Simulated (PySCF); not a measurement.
## Shifts of the heteroatoms

Molfile (atoms numbered from 1):
```
N2
     RDKit          3D

  2  1  0  0  0  0  0  0  0  0999 V2000
   -0.4915   -0.2214    0.0537 N   0  0  0  0  0  0  0  0  0  0  0  0
    0.5091    0.1926   -0.0658 N   0  0  0  0  0  0  0  0  0  0  0  0
  1  2  3  0
M  END
```

PySCF 2.14.0 with density-fitted response routines calculation with shielding tensors at B97-2/pcSseg-2 (GIAO), PBE0-D3(BJ)/def2-TZVP structure and J: B3LYP/pcJ-2; isolated molecule, no relativistic terms, a single conformation, equivalent nuclei averaged.

What are the ¹⁵N shifts?

Answers


```json
{"atoms": "N1/N2", "environment": "nitrogen bonded to N", "σ (ppm)": "-81.4", "δ (ppm)": "-74.8"}
```

Shieldings were converted by a linear fit to measured shifts: ¹⁵N: δ = -149.73 − 0.920σ (rms 6.4 ppm, 44 shifts vs CH3NO2, solution or neat liquid). A few per cent of atoms miss by over 2 rms, more outside the fitted compound classes.

Couplings (the largest are listed; each averaged over equivalent pairs): ¹J(N1,N2) = -2.2 Hz. Signs are for ¹⁵N, whose magnetogyric ratio is negative.

On a 500 MHz spectrometer ¹⁵N resonates near 50.7 MHz, so 1 ppm is 50.7 Hz.
